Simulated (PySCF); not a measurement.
**Functional benchmark on one molecule**

Molecule: `C=CS(=O)(=O)O`, C$_{2}$H$_{4}$O$_{3}$S.

Geometry:
| atom | x (Å) | y (Å) | z (Å) |
| --- | --- | --- | --- |
| C1 | 1.605 | 0.455 | -0.150 |
| C2 | 0.581 | 0.102 | 0.621 |
| S3 | -0.817 | -0.713 | -0.075 |
| O4 | -0.648 | -0.814 | -1.514 |
| O5 | -1.134 | -1.849 | 0.755 |
| O6 | -1.988 | 0.377 | 0.202 |
| H7 | 1.576 | 0.267 | -1.227 |
| H8 | 2.491 | 0.931 | 0.277 |
| H9 | 0.522 | 0.237 | 1.705 |
| H10 | -2.066 | 0.931 | -0.590 |

Geometry PBE0-D3(BJ)/def2-SVP throughout; GIAO in PySCF 2.14.0 with density-fitted response routines, gas phase, one conformer, non-relativistic; equivalent atoms averaged; basis pcSseg-2.

Reference values (measured; solution, not stated per compound (mostly CDCl3 or CCl4); Pretsch, Buehlmann, Badertscher, Structure Determination of Organic Compounds, 4th ed. (2009)): δ(H9) = 6.73 ppm, δ(H8) = 6.13 ppm, δ(H7) = 6.41 ppm. Computed shifts are taken against TMS, calculated as an isolated molecule at each level.

**Question.** How do the functionals HF, LDA, PBE, BLYP, BP86, OPBE, KT2, KT3, B97-D, B3LYP, PBE0, mPW1PW91, WP04, B97-2, BHandHLYP, CAM-B3LYP, wB97X-D, LC-wPBE perform against the reference? Times are CPU seconds on shared hosts with different chips, so compare them loosely; the GGAs took longer than the global hybrids here, which isn't the general rule, and the cause wasn't traced.

**Answer.** 
| functional | kind | H9 | H8 | H7 | mean abs. error H | core-s |
| --- | --- | --- | --- | --- | --- | --- |
| HF | Hartree–Fock | 6.63 | 6.42 | 7.07 | 0.35 | 19 |
| LDA | LDA | 6.99 | 6.08 | 6.68 | 0.19 | 34 |
| PBE | GGA | 6.88 | 5.96 | 6.56 | 0.16 | 46 |
| BLYP | GGA | 6.81 | 5.88 | 6.52 | 0.15 | 44 |
| BP86 | GGA | 6.85 | 5.94 | 6.56 | 0.15 | 43 |
| OPBE | GGA | 6.88 | 6.00 | 6.55 | 0.14 | 46 |
| KT2 | GGA | 6.75 | 5.79 | 6.38 | 0.13 | 49 |
| KT3 | GGA | 6.72 | 5.79 | 6.36 | 0.13 | 49 |
| B97-D | GGA | 6.78 | 5.88 | 6.49 | 0.13 | 47 |
| B3LYP | global hybrid | 6.79 | 6.05 | 6.67 | 0.13 | 31 |
| PBE0 | global hybrid | 6.84 | 6.15 | 6.74 | 0.15 | 33 |
| mPW1PW91 | global hybrid | 6.81 | 6.14 | 6.73 | 0.14 | 38 |
| WP04 | global hybrid | 6.56 | 5.91 | 6.49 | 0.16 | 35 |
| B97-2 | global hybrid | 6.78 | 6.07 | 6.67 | 0.12 | 34 |
| BHandHLYP | global hybrid | 6.73 | 6.23 | 6.85 | 0.18 | 33 |
| CAM-B3LYP | range-separated hybrid | 6.81 | 6.19 | 6.81 | 0.18 | 46 |
| wB97X-D | range-separated hybrid | 6.81 | 6.20 | 6.80 | 0.18 | 46 |
| LC-wPBE | range-separated hybrid | 6.85 | 6.37 | 6.95 | 0.30 | 52 |

For 1H the closest is B97-2 (0.12 ppm, with B97-D, KT2, B3LYP, KT3, mPW1PW91, OPBE, BLYP, BP86 practically level) and the furthest HF (0.35 ppm). One molecule is a small sample, and vibrational and solvent effects are absent from the calculation.
